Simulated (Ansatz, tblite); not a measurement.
**The cluster Mg2Se2+: isomers from a random search**

The task here is to estimate one member of a computed series from the others.

Computed with Ansatz 0.2.0, Gaussian basis. Level: relaxed with r2SCAN-D4/def2-SVP, doublet.

### Starting geometry

4 atoms, charge 1, spin multiplicity 2.

Atoms are counted from 1 here; the program's logs count them from 0.

Bond lengths: Mg1–Se3 2.457 Å, Mg1–Se4 2.464 Å, Mg2–Se3 2.464 Å, Mg2–Se4 2.461 Å. Angles: Se3–Mg1–Se4 106.8°, Se3–Mg2–Se4 106.7°, Mg1–Se3–Mg2 73.3°, Mg1–Se4–Mg2 73.2°.

Geometry (Å):

```xyz
4
charge 1, multiplicity 2
Mg   -0.9233    0.8703    0.7386
Mg    0.9241   -0.8725   -0.7382
Se    0.9662   -0.3896    1.6773
Se   -0.9669    0.3918   -1.6777
```

The ion is computed in the gas phase, without counter-ions or solvent.

A search from random starts with GFN2-xTB found 3 distinct shapes; 2 go on here. The structure above is candidate A, which lies 0.00 eV above the lowest at that level; B lies 0.68 eV above the lowest at that level.

The first run:

Contents of in.yaml:

```yaml
crystal:
  periodic: [false, false, false]
  atoms:
    - {symbol: Mg, position_ang: [-0.923320, 0.870320, 0.738570]}
    - {symbol: Mg, position_ang: [0.924080, -0.872530, -0.738200]}
    - {symbol: Se, position_ang: [0.966170, -0.389580, 1.677350]}
    - {symbol: Se, position_ang: [-0.966920, 0.391790, -1.677720]}
basis:
  gaussian: {orbitals: def2-SVP}
total_charge: 1
magnetization: {spin_polarized: true, initial_magnetization: 1}
hamiltonian: {xc: r2scan, dispersion: d4}
scf: {omitted_lower_state_checks: [starts]}
output: {orbitals: {seedname: orbitals}}
relax: {f_tol: 0.02, max_steps: 100}
```

Launch:

```bash
ansatz run in.yaml --threads 4 --pin off --events-out ev --progress --plain --max-ram 3916MiB
```

Steps of the session up to this table: Relaxing candidate A; Relaxing candidate B; Candidate B, PBE0-D4/def2-TZVP; Candidate B, PBE-D4/def2-TZVP; Candidate B, r2SCAN-D4/def2-TZVP; Candidate B, ωB97X-V/def2-TZVP; Candidate B, HSE06-D4/def2-TZVP; Candidate B, CCSD(T)/def2-SVP.

One of the session's tables, all rows but one given; the rest of the session is left out.

It belongs to the step «B against A». 

```
             method  B above A (eV)
           GFN1-xTB               ?
           GFN2-xTB           0.899
        HF/def2-SVP           0.653
   PBE-D4/def2-TZVP           1.395
r2SCAN-D4/def2-TZVP           1.404
  PBE0-D4/def2-TZVP           1.279
 HSE06-D4/def2-TZVP           1.292
  ωB97X-V/def2-TZVP           1.002
       MP2/def2-SVP           0.787
      CCSD/def2-SVP           0.832
   CCSD(T)/def2-SVP           0.920
```

Q: Estimate the row for GFN1-xTB from the others.

**Answer.** B above A (eV): 0.823. In the column «B above A (eV)» it lies between MP2/def2-SVP (0.787) and CCSD/def2-SVP (0.832).

To keep in mind: The search was small, so a lower isomer may exist. Only doublets are compared; another spin may lie lower and prefer another shape.
